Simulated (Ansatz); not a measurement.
## Two structures, one formula

The two ends of one reaction step of CH$_{5}$AlO, closed shell (PBE0-D4/def2-TZVP).

A:

Al1  (-1.200, 0.210, -0.571)
H2  (-1.436, -0.760, 0.691)
H3  (-1.220, -0.451, -2.022)
H4  (-1.606, 1.743, -0.407)
O5  (0.784, 0.358, -0.299)
C6  (1.377, -0.199, 0.598)
H7  (2.464, -0.074, 0.688)
H8  (0.837, -0.827, 1.321)
(Å)

B:

| atom | x (Å) | y (Å) | z (Å) |
| --- | --- | --- | --- |
| Al1 | -1.0769 | 0.6454 | -0.9614 |
| H2 | 0.5215 | -1.1714 | 1.6108 |
| H3 | -0.6326 | -0.1319 | -2.2698 |
| H4 | -2.2552 | 1.6905 | -0.8861 |
| O5 | -0.2448 | 0.3542 | 0.4758 |
| C6 | 0.8275 | -0.4694 | 0.8281 |
| H7 | 1.2092 | -1.0516 | -0.0206 |
| H8 | 1.6513 | 0.1342 | 1.2232 |

Ansatz 0.2.0; basis: def2-TZVPP; cores frozen in the correlated methods. B3LYP uses VWN-RPA correlation.

Task: Which structure is lower at CCSD(T), and by how much? (Judge from chemistry; the value comes from the calculation.)

Result: Computed: B, by 1.617 eV (electronic energy, against the other). By their contacts, A is CH₅AlO ([CH2][O][AlH3]) and B is CH₅AlO ([CH3][O][AlH2]).

All methods give the same order:

```
      method  E(B) − E(A) (eV)
       SPW92            -1.795
      PBE-D4            -1.625
     BLYP-D4            -1.560
   r2SCAN-D4            -1.689
      B97M-V            -1.538
     PBE0-D4            -1.714
    B3LYP-D4            -1.647
  r2SCAN0-D4            -1.755
    BHLYP-D4            -1.708
CAM-B3LYP-D4            -1.704
     wB97X-V            -1.663
     wB97M-V            -1.657
      B2PLYP            -1.671
    PBE-QIDH            -1.762
  RPA on PBE            -1.569
          HF            -1.539
         MP2            -1.739
        CCSD            -1.647
     CCSD(T)            -1.617
```

The T1 diagnostic stays at or below 0.016.

Labels in which every atom is bracketed show which atoms are joined, not bond orders.

For scale, one of the runs: CCSD(T)/def2-TZVPP, 174 basis functions, launched by `ansatz run in.yaml --threads 2 --pin off --events-out ev --progress --plain --max-ram 4352MiB`. Time: 25 s of wall clock on 2 CPU threads of an Arm Neoverse V1; the host was shared. Peak host memory: 1.5 GiB.
